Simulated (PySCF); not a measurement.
# Relaxation of doublet SH₅

Computed with UPBE0 in PySCF with S def2-TZVP, H def2-TZVP; no relativity; density-fitted integrals. A (50,194) grid was used.

A hand-made trigonal bipyramidal start, of D3h symmetry, held to at least that symmetry:

Coordinates in bohr (charge 0 multiplicity 2):
```
S     0.0000    0.0000    0.0000
H     0.0000    0.0000    2.5511
H     0.0000    0.0000   -2.5511
H     2.5511    0.0000    0.0000
H    -1.2756    2.2093    0.0000
H    -1.2755   -2.2093    0.0000
```

Optimiser trace:
```tsv
step	E − E(last) (kJ/mol)	largest gradient (Eh/bohr)
0	73.41	0.05254
1	13.44	0.01957
2	1.12	0.00556
3	0.02	0.00098
4	0.00	0.00018
5	0.00	0.00008
```

It ends at D3h with S–H 1.478 Å (×3), S–H 1.501 Å (×2); H–S–H 90.0° (×6), H–S–H 120.0° (×3), H–S–H 180.0°. No frequency check is given, so it may be a saddle point. Other isomers or separated fragments may lie lower.

Final geometry:
```xyz
6
charge 0 multiplicity 2, angstrom
S     0.0000    0.0000    0.0000
H     0.0000    0.0000    1.5011
H     0.0000    0.0000   -1.5011
H     1.4780    0.0000    0.0000
H    -0.7390    1.2800    0.0000
H    -0.7390   -1.2800    0.0000
```

The relaxation took roughly 16 core-seconds on a shared host.
